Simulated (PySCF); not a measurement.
Ligands exchanged one at a time, Al Cl-H. Isolated molecules, 0 K electronic values unless said otherwise. Strings in code marks are SMILES.

Computed with ωB97X-D3(BJ)/def2-TZVP // PBE0-D3(BJ)/def2-TZVP in PySCF. Excitations are Tamm–Dancoff values on a coarser integration grid. The basis has no diffuse functions, so Rydberg states are missing or too high.

```json
[
 {"species": "0 of 3 Cl replaced by H", "dipole moment (D)": "0.00", "HOMO (eV)": "-11.87", "HOMO–LUMO gap (eV)": "…", "T1 excitation (TDA) (eV)": "7.03"},
 {"species": "1 of 3 Cl replaced by H (`[Cl][AlH][Cl]`)", "dipole moment (D)": "1.04", "HOMO (eV)": "-11.82", "HOMO–LUMO gap (eV)": "…", "T1 excitation (TDA) (eV)": "6.43"},
 {"species": "2 of 3 Cl replaced by H (`[AlH2][Cl]`)", "dipole moment (D)": "1.27", "HOMO (eV)": "-11.07", "HOMO–LUMO gap (eV)": "…", "T1 excitation (TDA) (eV)": "5.40"},
 {"species": "3 of 3 Cl replaced by H", "dipole moment (D)": "0.00", "HOMO (eV)": "-11.14", "HOMO–LUMO gap (eV)": "11.24", "T1 excitation (TDA) (eV)": "–"}
]
```

Q: Fill in the missing entries.

A: 
- 0 of 3 Cl replaced by H, HOMO–LUMO gap (eV): 12.63
- 1 of 3 Cl replaced by H (`[Cl][AlH][Cl]`), HOMO–LUMO gap (eV): 12.29
- 2 of 3 Cl replaced by H (`[AlH2][Cl]`), HOMO–LUMO gap (eV): 11.31
